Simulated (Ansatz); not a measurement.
`N[Si]Cl` + NH₃ → `N[Si]N` + HCl at 500 K and 1 bar (ligand exchange at the Si–Cl bond).

Computed with Ansatz on PBE0-D4/def2-TZVP structures; ΔE is electronic, products minus reactants. CCSD(T)/CBS is frozen-core, at the limit of the def2 triple- and quadruple-zeta sets. Each species was taken in one conformer, which may not be the lowest.

| species | CCSD(T)/CBS energy (Eh) | H − E (kJ/mol) | S (J/(mol·K)) |
| --- | --- | --- | --- |
| `N[Si]Cl` | -804.81294 | 100.4 | 317.4 |
| NH₃ | -56.50568 | 108.2 | 211.8 |
| `N[Si]N` | -400.91939 | 169.7 | 319.6 |
| HCl | -460.38167 | 32.5 | 201.9 |

H − E and S are ideal-gas, rigid-rotor, harmonic terms from PBE0-D4/def2-TZVP, for one conformer and one mirror image of each species. 1 Eh = 2625.50 kJ/mol, R = 8.31446 J/(mol·K).

Question: By hand: ΔE, ΔH, ΔS and ΔG.

Answer: ΔE = (-400.91939) + (-460.38167) − (-804.81294) − (-56.50568) = 0.01756 Eh = 46.1 kJ/mol. Δ(H − E) = 169.7 + 32.5 − 100.4 − 108.2 = -6.4, so ΔH = 39.7 kJ/mol. ΔS = 319.6 + 201.9 − 317.4 − 211.8 = -7.7 J/(mol·K). ΔG = 39.7 − 500 × (-7.7)/1000 = 43.6 kJ/mol.

Question: By hand: the equilibrium constant, and the temperature at which ΔG would vanish if ΔH and ΔS stayed fixed.

Answer: log₁₀ K = −ΔG/(RT ln 10) = -4.6. ΔH and −TΔS have one sign here, so there is no such temperature.

The number of gas molecules stays the same, so ΔS is small and ΔH decides. A doubt of 5 kJ/mol in ΔE shifts log₁₀ K by 0.5 here. Other conformers and mirror images would add mixing entropy, several J/(mol·K) or more a flexible species. These are equilibria of isolated gas molecules and say nothing of rates. Largest T1 diagnostic: 0.013 (customary marks: 0.02 for closed shells, 0.045 for open ones).

ΔS is within the doubt of such terms, so its sign, and with it that verdict, could turn.
